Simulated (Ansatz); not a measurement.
Write a Python script for the Python package of Ansatz (0.2.0) that makes a single point from an input written key by key of C3H5FS2, SMILES FC1CSCS1. Settings: MP2, def2-SVP basis, multiplicity 1.

```xyz
11

F    -2.0266   -1.2702   -0.2399
C    -0.8951   -0.7270    0.2808
C    -0.9096    0.7701    0.0508
S     0.7483    1.4024    0.4107
C     1.6541   -0.0142   -0.2571
S     0.5477   -1.4093   -0.5663
H    -0.8579   -0.9797    1.3454
H    -1.1841    1.0128   -0.9821
H    -1.6476    1.2548    0.6974
H     2.4298   -0.3133    0.4530
H     2.1411    0.2737   -1.1928
```

The script, `c3h5fs2.py`:
```python
# -*- coding: utf-8 -*-
"""Run C3H5FS2 from an input written out key by key."""

import ansatz as az

DECK = """
crystal:
  periodic: [false, false, false]
  atoms:
    - { symbol: F, position_ang: [-2.0266, -1.2702, -0.2399] }
    - { symbol: C, position_ang: [-0.8951, -0.727, 0.2808] }
    - { symbol: C, position_ang: [-0.9096, 0.7701, 0.0508] }
    - { symbol: S, position_ang: [0.7483, 1.4024, 0.4107] }
    - { symbol: C, position_ang: [1.6541, -0.0142, -0.2571] }
    - { symbol: S, position_ang: [0.5477, -1.4093, -0.5663] }
    - { symbol: H, position_ang: [-0.8579, -0.9797, 1.3454] }
    - { symbol: H, position_ang: [-1.1841, 1.0128, -0.9821] }
    - { symbol: H, position_ang: [-1.6476, 1.2548, 0.6974] }
    - { symbol: H, position_ang: [2.4298, -0.3133, 0.453] }
    - { symbol: H, position_ang: [2.1411, 0.2737, -1.1928] }
basis:
  gaussian: { orbitals: def2-SVP }
correlation:
  method: mp2
"""

session = az.Session.from_yaml(DECK)
summary = session.plan(threads=1).execute().report

for key in ("converged", "free_energy_ev", "reference_energy_ev", "n_frozen", "n_occupied", "n_virtual"):
    print(f"{key:22s} {summary[key]}")
symbols = ["F", "C", "C", "S", "C", "S", "H", "H", "H", "H", "H"]
parts = summary["correlation"]
for name in ("random_phase", "coupled_cluster", "perturbative"):
    if name in parts:
        print(f"{name:16s} {parts[name]['energy']['hartree']:12.7f} Ha")
if "second_order" in parts:
    pair = parts["second_order"]
    print(f"MP2 same spin {pair['same_spin']['hartree']:.7f} Ha, opposite spin {pair['opposite_spin']['hartree']:.7f} Ha")
```

```console
$ python c3h5fs2.py
converged              True
free_energy_ev         -27522.21495850126
reference_energy_ev    -27498.977387227904
n_frozen               14
n_occupied             [18, 18]
n_virtual              [85, 85]
MP2 same spin -0.2176532 Ha, opposite spin -0.6363118 Ha
```

Reading the output:
- Total energies depend on the basis set; only differences at equal settings carry meaning.
- The geometry is a force-field or estimated start, not a minimum of this method, and the basis set is short of its limit.
- Finished in 3 s on 1 thread of Arm Neoverse V1, with other jobs on the host, peak memory 0.27 GiB.
